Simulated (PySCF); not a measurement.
C5H7Cl.
Z-matrix (Å and degrees, GFN2-xTB geometry), rows numbered from 1:
```
Cl
C   1  1.7903
C   2  1.5034  1  110.39
C   3  1.5002  2  118.92  1   -84.19
C   4  1.4950  3   96.16  2  -158.36
C   4  1.4812  3   60.48  2  -107.64
H   2  1.0899  1  106.75  3  -121.20
H   2  1.0903  1  106.39  3   121.29
H   3  1.0879  2  113.52  1    61.81
H   4  1.0678  3  131.49  6   126.20
H   5  1.0822  4  117.67  6   107.35
H   5  1.0841  4  119.09  6  -108.34
H   6  1.0680  3  131.57  4  -126.20
```

Theory: B3LYP/def2-SVPD in PySCF (dipole) on a GFN2-xTB geometry, gas phase.

Masses are those of the commonest isotopes; rigid-rotor values at the optimised geometry. The values belong to one conformer with, in the numbering `[Cl:1][CH2:2][C@@H:3]1[C@H:4]2[CH2:5][C@@H:6]12`, Cl1–C2–C3–C4 -84°.

**Question.** Give the principal moments of inertia and the rotational constants in cm⁻¹.

**Answer.** Ia = 49.90, Ib = 350.38, Ic = 371.89 u·Å²; 505379 MHz·u·Å²/I gives 10127, 1442 and 1359 MHz, that is A = 0.33781, B = 0.04811, C = 0.04533 cm⁻¹.

**Question.** What kind of rotor is it?

**Answer.** A near-prolate asymmetric top; Ray's κ = -0.981.

**Question.** Is it planar, by Δ = Ic − Ia − Ib?

**Answer.** Not planar: Δ = Ic − Ia − Ib = -28.40 u·Å². For a rigid frame Δ = −2 Σ m c², so Σ m c² = 14.20 u·Å² lies off the ab plane: 8.00 from hydrogen and 6.20 from heavier atoms. The atom farthest from that plane is 1.47 Å away.

**Question.** List the rotational levels J(Ka,Kc) to J = 2 (MHz).

**Answer.** Above 0(0,0):
J = 1: 1(0,1) 2801, 1(1,1) 11486, 1(1,0) 11570
J = 2: 2(0,2) 8403, 2(1,2) 17006, 2(1,1) 17256, 2(2,1) 43311, 2(2,0) 43311
Those of J = 1 are B + C, A + C and A + B.

**Question.** Which lines would a microwave search look for?

**Answer.** The dipole components are |μa| = 1.90 D, |μb| = 1.22 D, |μc| = 0.65 D. Intensities carry the squares of the components, which stand as 1.00 : 0.41 : 0.12 (a : b : c). Some lines, for components of 0.1 D or more:

```
type  branch         J(Ka,Kc)    MHz  lower level (cm⁻¹)
   a       R  2(1,2) ← 1(1,1)   5519               0.383
   a       R  3(2,1) ← 2(2,0)   8406               1.445
   c       Q  2(1,2) ← 2(0,2)   8602               0.280
   b       R  1(1,1) ← 0(0,0)  11486               0.000
   b       R  3(1,3) ← 2(0,2)  16881               0.280
   c       R  3(1,2) ← 2(0,2)  17381               0.280
   b       Q  2(2,0) ← 2(1,1)  26056               0.576
   c       R  3(2,2) ← 2(1,2)  34709               0.567
   b       R  3(2,1) ← 2(1,2)  34712               0.567
   c       Q  3(3,1) ← 3(2,1)  43631               1.725
   b       Q  3(3,0) ← 3(2,1)  43631               1.725
```

**Question.** Estimate the classical rotational partition function at 25 K, 100 K and 200 K.

**Answer.** Point group C1, symmetry number σ = 1; q = (√π/σ)·√((kT/h)³/(ABC)), k/h = 20836.6 MHz/K: 4730 at 25 K, 37800 at 100 K, 107000 at 200 K.

No frequency check. These are rigid-rotor constants of the computed structure; measured ground-state constants (B0) also hold zero-point vibration. Quadrupole hyperfine structure (35Cl) is left out.

Hardware: one thread of an AMD EPYC 7R13, no GPU, shared host. Cost: 18 s, 0.78 GiB resident at most. This is the B3LYP/def2-SVPD job that gave the dipole, with the excitations it also computed.
